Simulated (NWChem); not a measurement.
Program: NWChem. System: H$_{2}$N, charge 0, spin multiplicity 4, at the geometry of a parent with another charge or spin, in a state set for the comparison that need not be this species' ground state. Its SCF solution wasn't tested for a lower state. Level: UMP2/def2-TZVP, 1 core orbitals frozen.

Part of the output:

```
             Northwest Computational Chemistry Package (NWChem) 7.3.0
             --------------------------------------------------------

                                NWChem Input Module
                                -------------------

 Scaling coordinates for geometry "geometry" by  1.889725989
 (inverse scale =  0.529177249)

 Turning off AUTOSYM since
 SYMMETRY directive was detected!

                             Geometry "geometry" -> ""
                             -------------------------

 Output coordinates in angstroms (scale by  1.889725989 to convert to a.u.)

  No.       Tag          Charge          X              Y              Z
 ---- ---------------- ---------- -------------- -------------- --------------
    1 N                    7.0000     0.00000000     0.00000000     0.14939700
    2 H                    1.0000     0.80267200     0.00000000    -0.52288800
    3 H                    1.0000    -0.80267200     0.00000000    -0.52288800

 Effective nuclear repulsion energy (a.u.)       7.4054177681

            Nuclear Dipole moment (a.u.)
            ----------------------------
        X                 Y               Z
 ---------------- ---------------- ----------------
     0.0000000000     0.0000000000     0.0000056692

      Symmetry information
      --------------------

 Group name             C2v
 Group number             16
 Group order               4
 No. of unique centers     2

      Symmetry unique atoms

     1    2


 Summary of "ao basis" -> "" (spherical)
 ------------------------------------------------------------------------------
       Tag                 Description            Shells   Functions and Types
 ---------------- ------------------------------  ------  ---------------------
 *                         def2-tzvp                  on all atoms

 Summary of "ao basis" -> "ao basis" (spherical)
 ------------------------------------------------------------------------------
       Tag                 Description            Shells   Functions and Types
 ---------------- ------------------------------  ------  ---------------------
 N                         def2-tzvp                11       31   5s3p2d1f
 H                         def2-tzvp                 4        6   3s1p

                                 NWChem SCF Module
                                 -----------------

  ao basis        = "ao basis"
  functions       =    43
  atoms           =     3
[...]
     2   0 2 0     -6.802420     -5.707213     -1.095207      0.000000
     2   0 1 1     -0.000000     -0.000000     -0.000000      0.000000
     2   0 0 2     -8.185411     -9.170271     -1.525812      2.510672

                   NWChem MP2 Semi-direct Energy/Gradient Module
                   ---------------------------------------------

  Basis functions       =     43
  Molecular orbitals    =     43
  Frozen core           =      1
  Frozen virtuals       =      0
  Active alpha occupied =      5
  Active beta occupied  =      2
  Active alpha virtual  =     37
  Active beta virtual   =     40
  Use MO symmetry       = T
  Use skeleton AO sym   = T

  AO/Fock/Back tols     =   1.0D-09  1.0D-09  1.0D-09

 GA uses MA = F    GA memory limited = T

 Available:
  local mem=  1.26D+08
 global mem=  1.44D+08
 local disk=  0.00D+00
  mp2_memr nvloc                    37
  nvloc new                    37
   1 passes of   5:        3145728                      13018                    598257.
   1 passes of   5: M    126153723           G      144175502           F     123007995.

 Semi-direct pass number   1 of   1  for UHF alpha       at        0.3s
  vrange nnbf                   946
  mp2_eaftype                    10  avail_ma_in_mb                  1099
 EAF : mp2_eaftype filesize          10     299129.
  mp2_eaf for mointskh                     10
Node 0 wrote      1.4 Mb in      0.0 s     Agg I/O rate:  2293.4 Mb/s
 Done moints_semi at        0.6s
  mp2_eaftype                    10  avail_ma_in_mb                  1089
 EAF : mp2_eaftype filesize          10     299129.
  mp2_eaf for kh                    10
 Done maket at        0.6s
 Done multipass loop at        0.6s

 GA uses MA = F    GA memory limited = T

 Available:
  local mem=  1.26D+08
 global mem=  1.44D+08
 local disk=  0.00D+00
  mp2_memr nvloc                    40
  nvloc new                    40
   1 passes of   2:        3145728                       7770                    260535.
   1 passes of   2: M    126153723           G      144175502           F     123007995.

 Semi-direct pass number   1 of   1  for UHF beta        at        0.6s
  vrange nnbf                   946
  mp2_eaftype                    10  avail_ma_in_mb                  1099
 EAF : mp2_eaftype filesize          10     130268.
  mp2_eaf for mointskh                     10
Node 0 wrote      0.6 Mb in      0.0 s     Agg I/O rate:  2342.6 Mb/s
 Done moints_semi at        0.9s
  mp2_eaftype                    10  avail_ma_in_mb                  1089
 EAF : mp2_eaftype filesize          10     130268.
  mp2_eaf for kh                    10
 Done maket at        0.9s
 Done multipass loop at        0.9s

          -------------------------------------------
          SCF energy                 -55.335687957943
          Correlation energy          -0.142262684158
          Singlet pairs                0.000000000000
          Triplet pairs                0.000000000000
          Total MP2 energy           -55.477950642101
          -------------------------------------------

          ---------------------------------------------------
                    Spin Component Scaled (SCS) MP2
          Same spin pairs                     -0.037817060399
          Same spin scaling factor             0.333333333333
          Opposite spin pairs                 -0.104445623759
          Opposite spin scaling fact.          1.200000000000
          SCS-MP2 correlation energy          -0.137940435311
          Total SCS-MP2 energy               -55.473628393253
          ---------------------------------------------------

 -----------------------
 Performance information
 -----------------------

 Timer overhead =  2.03D-07 seconds/call

               Nr. of calls         CPU time (s)                 Wall time (s)                GFlops
             ---------------    -------------------     ------------------------------   -------------------
Name         Min   Avg   Max    Min     Avg     Max     Min     Avg     Max   Mx/calls   Min     Max     Sum
mp2: moin     2     2     2   0.52    0.52    0.52     0.52    0.52    0.52    0.26      0.0     0.0     0.0
mp2: make     2     2     2   2.37E-2 2.37E-2 2.37E-2  2.37E-2 2.37E-2 2.37E-2 1.18E-2   0.0     0.0     0.0
mp2: tota     1     1     1   0.62    0.62    0.62     0.62    0.62    0.62    0.62      0.0     0.0     0.0

 The average no. of pstat calls per process was 5.00D+00
 with a timing overhead of 1.02D-06s

 Task  times  cpu:        0.9s     wall:        0.9s

 Total times  cpu:        0.9s     wall:        0.9s
```

Question: Write an NWChem input that would produce this output.

Answer: One answer among several that fit: 
```
start mol
memory heap 200 mb stack 900 mb global 1100 mb
geometry units angstroms nocenter noautoz
  N      0.000000     0.000000     0.149397
  H      0.802672     0.000000    -0.522888
  H     -0.802672     0.000000    -0.522888
  symmetry group C2v
end
basis spherical
  * library def2-tzvp
end
scf
  uhf
  nopen 3
  maxiter 100
  thresh 1e-7
  semidirect memsize 60000000 filesize 0
  # guess.movecs holds the orbitals of an unrestricted PBE0 run
  vectors input guess.movecs output mol.movecs
end
mp2
  freeze core 1
end
task mp2 energy
```
